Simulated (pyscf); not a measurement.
Structures and frequencies: ωB97X-D3(BJ)/def2-SVP in PySCF.

Task: Estimate by transition-state theory the rate constant of `[OH][SiH2][F]` + `[OH][SiH3]` → `[OH][SiH2][O][SiH2][F]` + `[H][H]` (singlet surface; H–O, H–Si broken, O–Si, H–H formed) at 1200 K, with ωB97M-D3(BJ)/def2-TZVP energies (ideal gas, 1 atm, RRHO with modes under 100 cm⁻¹ raised to 100, one conformer, R ln 2 for chiral ones without a mode under 150 cm⁻¹; no tunnelling).

Result: The electronic barrier is 31.9 kcal/mol and the thermal terms add +49.1, so ΔG‡ = 81.0 kcal/mol. With k_BT/h = 2.50e+13 s⁻¹ and RT = 2.385 kcal/mol, and a volume of 1.64e-19 cm³ per molecule at 1 atm, k = 7.2e-21 cm³ molecule⁻¹ s⁻¹. Wigner's tunnelling factor for 1161i cm⁻¹ would be 1.08. A shift of 1 kcal/mol in the barrier changes k by a factor 1.5. The same reactants have a lower exit, to HO–SiH₂–O–SiH₃ + HF (barrier +22.3 kcal/mol at ωB97M-D3(BJ)/def2-TZVP, against +31.9 kcal/mol here). One saddle was located; it need not be the lowest between these sides.
